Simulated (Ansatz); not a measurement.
Consider the hydrogen abstraction from a C–H bond: `CSC` + F• → `[CH2]SC`• + H–F.

Computed with Ansatz on PBE0-D4/def2-TZVP structures; ΔE is electronic, products minus reactants. CBS: MP2 limit from def2 TZ/QZ plus the TZ coupled-cluster correction, frozen cores. This one scheme is used for every species, atoms too. Functionals use def2-TZVPP. No spin–orbit coupling; open shells (•) take unrestricted orbitals. Spin–orbit coupling would lower the free atoms: a little for F.

| level | ΔE (kJ/mol) |
| --- | --- |
| PBE-D4 | -188.4 |
| PBE | -189.5 |
| LC-ωPBE | -169.5 |
| CCSD(T)/def2-TZVPP | -157.5 |

Q: What does CCSD(T)/CBS give? (An estimate is asked.)

A: The calculation gave: -170.2 kJ/mol. The listed levels differ from it by -18.2, -19.3, 0.7, 12.7 kJ/mol.

Largest T1 diagnostic among the species: 0.018.

From PBE to PBE0 (25 % exact exchange), in def2-TZVPP and without D4, ΔE moves by +25.3 kJ/mol. In def2-TZVPP, CCSD(T) changes the Hartree–Fock value by −85.0 kJ/mol (the triples alone add −6.2 kJ/mol) and MP2 by −102.1 kJ/mol. At CCSD(T), def2-SVP lies +46.9 kJ/mol from the extrapolated value and def2-TZVPP +12.7 kJ/mol.

CCSD(T)/CBS has its own doubt, a few kJ/mol and more with outer-core shells, so smaller differences from it don't rank the levels.
